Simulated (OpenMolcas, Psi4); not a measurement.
**A ladder of methods for SiNH5 (SMILES [SiH3]N)**

SiNH5: 7 atoms, total charge 0, spin state singlet. As SMILES, `[SiH3]N`. The coordinates come from a PBE0-D4/def2-TZVP relaxation.

Quantity: the dipole moment, in D. The values are calculated.

| level | kind | program | value (D) | CPU time |
| --- | --- | --- | --- | --- |
| PBE/def2-TZVP | GGA | Psi4 | 1.39 | 62 s |
| revPBE/def2-TZVP | GGA | Psi4 | 1.39 | 61 s |
| r2SCAN/def2-TZVP | meta-GGA | OpenMolcas | 1.41 | 48 s |
| B3LYP/def2-TZVP | global hybrid | OpenMolcas | 1.36 | 34 s |
| M06-2X/def2-TZVP | hybrid meta-GGA | Psi4 | 1.29 | 1.7 min |
| PBE0/def2-TZVP | global hybrid | Psi4 | 1.37 | 38 s |
| CAM-B3LYP/def2-TZVP | range-separated hybrid | Psi4 | 1.36 | 63 s |
| wB97X/def2-TZVP | range-separated hybrid | Psi4 | 1.38 | 37 s |

The values span 1.29 to 1.41 D. Magnitudes only. Times are those of the runs behind each value, whatever else they computed, on shared processors of several kinds: orders of magnitude only.
